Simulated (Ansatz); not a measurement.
Rock-salt MgS: PBE at its full settings (plane-wave cutoff 520 eV, 12×12×12 k mesh, Fermi–Dirac smearing 0.01 eV, scalar-relativistic PAW data made under PBE) and at cheaper ones, in a cell of 2 atoms with Γ-centred meshes.

```tsv
level and setting	equilibrium lattice constant a (Å)	bulk modulus (GPa)
PBE (Ansatz)	5.230	74.0
PBE (300 eV cutoff) (Ansatz)	5.230	74.1
PBE (2×2×2 k mesh) (Ansatz)	[?]	[?]
PBE (4×4×4 k mesh) (Ansatz)	5.238	73.8
PBE (6×6×6 k mesh) (Ansatz)	5.230	74.0
PBE (Fermi-Dirac smearing of 0.3 eV) (Ansatz)	5.230	73.8
```

Estimate the withheld entries.


- PBE (2×2×2 k mesh) (Ansatz, a quantum-chemistry and plane-wave program), equilibrium lattice constant a (Å): 5.381
- PBE (2×2×2 k mesh) (Ansatz), bulk modulus (GPa): 65.1

Largest shifts from the full settings: lattice constant a +2.89 % (PBE (2×2×2 k mesh)), against a difference of +0.81 % of the full result from the reference 5.188 Å (measured, corrected for zero-point motion; as tabulated in Goldzak et al. (2022), arXiv:2208.04865); bulk modulus -12.0 % (PBE (2×2×2 k mesh)), against a difference of -8.6 % of the full result from the reference 81 GPa (measured, corrected for zero-point motion; as tabulated in Goldzak et al. (2022), arXiv:2208.04865).

The full settings aren't shown to be converged themselves.

Ansatz's density-functional and Hartree–Fock values are scalar-relativistic unless marked +SOC, with PAW data made under PBE.

Run with cheap settings on purpose, which may leave them unconverged: PBE (2×2×2 k mesh), PBE (300 eV cutoff), PBE (4×4×4 k mesh), PBE (6×6×6 k mesh), PBE (Fermi-Dirac smearing of 0.3 eV).
